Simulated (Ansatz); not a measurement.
The first iterations of a band of CH6OSi + H (10 atoms, charge 0, multiplicity 2).

Method: UKS PBE0-D4/6-31G* (Ansatz 0.2.0).

```yaml
movable_images: 5
climbing_image: yes
spring: 5.0 eV/Å²
optimiser: quadratic models (default)
start_path: through a guess of the saddle point
force_threshold: 0.5 eV/Å
iteration_limit: 60
end_points: relaxed
```

Initial state:

```xyz
10
Properties=species:S:1:pos:R:3
Si 0.213 0.364 0.342
H -1.737 -2.616 1.668
H 1.661 0.682 0.137
C -0.855 1.712 -0.378
H -1.917 1.482 -0.244
H -0.652 2.673 0.106
H -0.664 1.825 -1.451
H -0.049 -0.937 -0.349
O -0.160 0.266 1.964
H 0.289 -0.430 2.458
```

Final state:

```xyz
10
Properties=species:S:1:pos:R:3
Si 0.744 0.553 0.122
H -0.799 -0.527 2.621
H 2.010 1.144 -0.419
C -0.757 1.626 -0.249
H -1.639 1.171 0.210
H -0.631 2.635 0.156
H -0.921 1.710 -1.330
H 0.605 -0.830 -0.432
O -1.436 -0.823 1.958
H -1.049 -1.639 1.616
```

| iteration | highest image above the first end (eV) | largest band force component (eV/Å) |
| --- | --- | --- |
| 1 | 16.437 | 113.457 |
| 2 | 2.700 | 24.746 |
| 3 | 1.340 | 15.368 |
| 4 | 0.869 | 6.554 |

Problem. Does the band converge within its limit, and where does its top end?

Solution. The run converged. It ended after 14 iterations with the highest image 0.165 eV above the first end. The threshold of 0.5 eV/Å is loose, so the images may lie well off the minimum-energy path. The profile has 2 maxima (images 2, 4) with wells between them (image 3): this band takes more than one step, which may be the mechanism or a detour left from its start path. The order of the point at the top wasn't checked.

Time of the run: 95 s on 1 thread of AMD EPYC 9R45 96-Core Processor (Zen 5), with other jobs on the host, peak memory 0.18 GiB.
